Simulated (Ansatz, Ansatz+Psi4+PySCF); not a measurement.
```xyz
2

F     0.0000    0.0000    0.7103
F     0.0000    0.0000   -3.5515
```

Basis set: cc-pVTZ (spherical functions). Frozen core: 2 orbitals. Charge 0, multiplicity 1.

Computed with Ansatz (development build ahead of 0.2.0); each method stands on the lowest determinant of its kind that the runs found. Restricted open shells among the atoms or ions are ROHF, correlated in semicanonical orbitals with singles.

The atomization energy at this shape (free ground-state atoms in the same class of orbitals less the molecule, no zero-point energy) of singlet F2 in separate pieces:

```
     method  atomization energy
UHF-CCSD(T)             0.00 eV
   UHF-CCSD             0.00 eV
    UHF-MP2             0.00 eV
        RHF           -10.48 eV
        UHF             0.00 eV
```

(1) What does RHF-MP2 give?

## Answers

(1) 6.93 eV. Caution: the shape is not the minimum. Caution for RHF-MP2, RHF: an unrestricted determinant lies well below. Caution for RHF-MP2, UHF-MP2: another reference gives a lower total. Caution for RHF-MP2: large amplitudes, a single reference is doubtful. Caution for UHF-CCSD(T), UHF-CCSD, UHF-MP2, UHF: the determinant breaks the point group; the unrestricted determinant is a mixture of spin states. Caution for RHF: the molecule lies well above its atoms at this level.
